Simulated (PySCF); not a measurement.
For rock-salt LiCl, PBE in PySCF (GTH pseudopotentials, Gaussian basis) gives:

| Property | Result |
|---|---|
| lattice parameter a | 5.157 Å |
| bulk modulus | 31.7 GPa |

### Question
What does MP2 in PySCF (GTH pseudopotentials, Gaussian basis) give for the same quantities?

### Answer

- lattice constant a: 5.014 Å (falls by 2.8 %)
- bulk modulus: 40.0 GPa (rises by 26 %)

For comparison: lattice constant a 5.07 Å (measured, static lattice: zero-point anharmonic expansion removed, our sources range from 5.056 to 5.072; as tabulated in Mejia-Rodriguez and Trickey (2018), arXiv:1807.09216); bulk modulus 38.7 GPa (measured, 0 K value with the zero-point phonon effect removed, our sources range from 37.3 to 38.7; as tabulated in Mejia-Rodriguez and Trickey (2018), arXiv:1807.09216).

Changes are worked out from the printed values.

Unless a cell is named, each level is at its own relaxed cell (PBE 17.14, MP2 15.75 Å³/atom).
